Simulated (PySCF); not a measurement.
Species: C5H8O.
SMILES: `C=CC(=O)CC`

Method: PySCF, TDDFT wB97X-D/def2-SVPD, vertical, gas phase, core orbitals frozen in the response. Geometry: PBE0-D3(BJ)/def2-SVP, one conformer, isolated molecule. Torsions of this conformer, `[CH2:1]=[CH:2][C:3](=[O:4])[CH2:5][CH3:6]`: C1–C2–C3–O4 178°, C2–C3–C5–C6 179°.

Computed states:

| state | E (eV) | f |
| --- | --- | --- |
| S1 | 3.88 | 0.0001 |
| S2 | 6.33 | 0.341 |
| S3 | 7.11 | 0.0008 |
| S4 | 7.54 | 0.0022 |
| S5 | 7.60 | 0.014 |
| S6 | 7.70 | 0.101 |
| S7 | 7.82 | 0.0001 |
| S8 | 8.22 | 0.057 |
| S9 | 8.47 | 0.020 |
| S10 | 8.49 | 0.0012 |

Broadening: Gaussians 0.4 eV wide at half height, area fixed by f = 4.319×10⁻⁹ ∫ε dν̃. The width is an assumption, not a result. The curve ends short of the highest state used, and states not computed would add to its high-energy end.

Problem. Give the broadened spectrum and its maxima.

Solution. 
```json
{"E (eV)": "3.28", "ε (L mol⁻¹ cm⁻¹)": "0"}
{"E (eV)": "3.44", "ε (L mol⁻¹ cm⁻¹)": "0"}
{"E (eV)": "3.60", "ε (L mol⁻¹ cm⁻¹)": "2"}
{"E (eV)": "3.76", "ε (L mol⁻¹ cm⁻¹)": "7"}
{"E (eV)": "3.92", "ε (L mol⁻¹ cm⁻¹)": "9"}
{"E (eV)": "4.07", "ε (L mol⁻¹ cm⁻¹)": "5"}
{"E (eV)": "4.23", "ε (L mol⁻¹ cm⁻¹)": "1"}
{"E (eV)": "4.39", "ε (L mol⁻¹ cm⁻¹)": "0"}
{"E (eV)": "4.55", "ε (L mol⁻¹ cm⁻¹)": "0"}
{"E (eV)": "4.71", "ε (L mol⁻¹ cm⁻¹)": "0"}
{"E (eV)": "4.87", "ε (L mol⁻¹ cm⁻¹)": "0"}
{"E (eV)": "5.03", "ε (L mol⁻¹ cm⁻¹)": "0"}
{"E (eV)": "5.19", "ε (L mol⁻¹ cm⁻¹)": "0"}
{"E (eV)": "5.35", "ε (L mol⁻¹ cm⁻¹)": "0"}
{"E (eV)": "5.50", "ε (L mol⁻¹ cm⁻¹)": "0"}
{"E (eV)": "5.66", "ε (L mol⁻¹ cm⁻¹)": "9"}
{"E (eV)": "5.82", "ε (L mol⁻¹ cm⁻¹)": "233"}
{"E (eV)": "5.98", "ε (L mol⁻¹ cm⁻¹)": "2594"}
{"E (eV)": "6.14", "ε (L mol⁻¹ cm⁻¹)": "11905"}
{"E (eV)": "6.30", "ε (L mol⁻¹ cm⁻¹)": "22500"}
{"E (eV)": "6.46", "ε (L mol⁻¹ cm⁻¹)": "17512"}
{"E (eV)": "6.62", "ε (L mol⁻¹ cm⁻¹)": "5613"}
{"E (eV)": "6.78", "ε (L mol⁻¹ cm⁻¹)": "748"}
{"E (eV)": "6.94", "ε (L mol⁻¹ cm⁻¹)": "72"}
{"E (eV)": "7.09", "ε (L mol⁻¹ cm⁻¹)": "80"}
{"E (eV)": "7.25", "ε (L mol⁻¹ cm⁻¹)": "410"}
{"E (eV)": "7.41", "ε (L mol⁻¹ cm⁻¹)": "2305"}
{"E (eV)": "7.57", "ε (L mol⁻¹ cm⁻¹)": "6272"}
{"E (eV)": "7.73", "ε (L mol⁻¹ cm⁻¹)": "7497"}
{"E (eV)": "7.89", "ε (L mol⁻¹ cm⁻¹)": "4372"}
```

Maxima: 320 nm (3.88 eV), ε about 8.8, made up of S1 (100%); 196 nm (6.33 eV), ε about 23000, made up of S2 (100%); 161 nm (7.68 eV), ε about 7700, made up of S5 (11%) and S6 (87%) (ε in L mol⁻¹ cm⁻¹; maxima over ε = 5, shares over 10%).

Problem. On this curve, what absorbance would a 10⁻³ mol/L sample give at 193 nm over a 1 cm path?

Solution. 193 nm is 6.424 eV, where ε is about 20000 L mol⁻¹ cm⁻¹, so A = ε c l ≈ 20 (Beer–Lambert, with the gas-phase spectrum and the assumed width).

Problem. What would ε be at 6.33 eV, the highest of these maxima, with half the width (0.2 eV)?

Solution. About 45900 L mol⁻¹ cm⁻¹ against 23000, a factor of about 2.00; a lone state at its own centre would give exactly 2.

Problem. Coming from long wavelengths, where does ε first pass 100 L mol⁻¹ cm⁻¹?

Solution. At about 215 nm (5.78 eV), 1.90 eV above S1.

The vertical ionisation energy (ΔSCF) is 9.54 eV, 1.05 eV above S10.
